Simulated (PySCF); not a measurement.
3-thiophenethiol, C4H4S2.
Geometry (GFN2-xTB, Å), atoms numbered from 1 in this order:
```
atom  x, y, z in Å
S1     2.318   -0.211   -0.591
C2     0.615    0.129   -0.282
C3    -0.228   -0.678    0.524
C4    -1.489   -0.187    0.593
S5    -1.677    1.260   -0.315
C6    -0.029    1.208   -0.802
H7     2.352   -1.323    0.140
H8     0.100   -1.574    1.021
H9    -2.326   -0.590    1.127
H10    0.372    1.971   -1.438
```

PySCF, density fitting, gas phase, GFN2-xTB geometry. The standard run uses grid level 2 after a coarse-grid start, the def2-universal JK fitting basis (with tight functions added where the orbital basis needs them), an energy threshold of 1e-9 Eh and DIIS. The changed runs have no coarse-grid stage.

Q: Standard PBE0/def2-SVPD: E = -950.392154 Eh, HOMO -6.333 eV, LUMO -0.639 eV, dipole 1.254 D, 13 cycles (coarse-grid cycles included). What changes at PBE0/def2-SVPD with: grid level 1, level shift 0.1 Eh?

A: E = -950.392130 Eh (+0.024 mEh), HOMO -6.333 eV (0.000), LUMO -0.639 eV (0.000), dipole 1.254 D (0.000), 10 SCF cycles. Of the changed settings only the grid enters the energy expression; the total energy moves by 0.02 kcal/mol.

The cycles:
```
cycle   1  E = -950.3706112421  dE =  1.064e+00  |g| = 2.411e-01  |ddm| = 5.524e+00
cycle   2  E = -950.3860288608  dE = -1.542e-02  |g| = 1.517e-01  |ddm| = 1.077e+00
cycle   3  E = -950.3917998468  dE = -5.771e-03  |g| = 3.364e-02  |ddm| = 4.116e-01
cycle   4  E = -950.3920490502  dE = -2.492e-04  |g| = 1.672e-02  |ddm| = 1.204e-01
cycle   5  E = -950.3921253508  dE = -7.630e-05  |g| = 4.205e-03  |ddm| = 4.415e-02
cycle   6  E = -950.3921300118  dE = -4.661e-06  |g| = 1.231e-03  |ddm| = 1.098e-02
cycle   7  E = -950.3921304284  dE = -4.167e-07  |g| = 2.619e-04  |ddm| = 3.718e-03
cycle   8  E = -950.3921304515  dE = -2.306e-08  |g| = 8.158e-05  |ddm| = 1.000e-03
cycle   9  E = -950.3921304537  dE = -2.191e-09  |g| = 2.974e-05  |ddm| = 3.084e-04
cycle  10  E = -950.3921304540  dE = -2.663e-10  |g| = 9.942e-06  |ddm| = 1.171e-04
```
